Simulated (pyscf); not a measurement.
H₃C–Si(Cl)(Cl)–Cl + H• -> •H₂C–Si(Cl)(Cl)–Cl + H₂ (hydrogen abstraction; doublet surface; C–H broken, H–H formed). Single points on ωB97X-D3(BJ)/def2-SVP structures (PySCF, gas phase). Energies in eV from the separated reactants.

```tsv
level	barrier	reaction energy
ωB97X-D3(BJ)/def2-TZVP	0.55	+0.07
r²SCAN/def2-TZVP	0.28	-0.10
B3LYP-D3(BJ)/def2-TZVP	0.31	-0.09
M06-2X/def2-TZVP	(withheld)	+0.04
ωB97M-D3(BJ)/def2-TZVP	0.55	+0.07
HF/def2-TZVP	(withheld)	(withheld)
```

### Question
Fill in the missing entries.

### Answer

- M06-2X/def2-TZVP, barrier: 0.61
- HF/def2-TZVP, barrier: 1.01
- HF/def2-TZVP, reaction energy: -0.04

The functionals in the table span 0.33 eV in this barrier, from r²SCAN to M06-2X. This is the saddle that the search found; another between the same sides may lie lower. The angle at the transferred H is 177°.
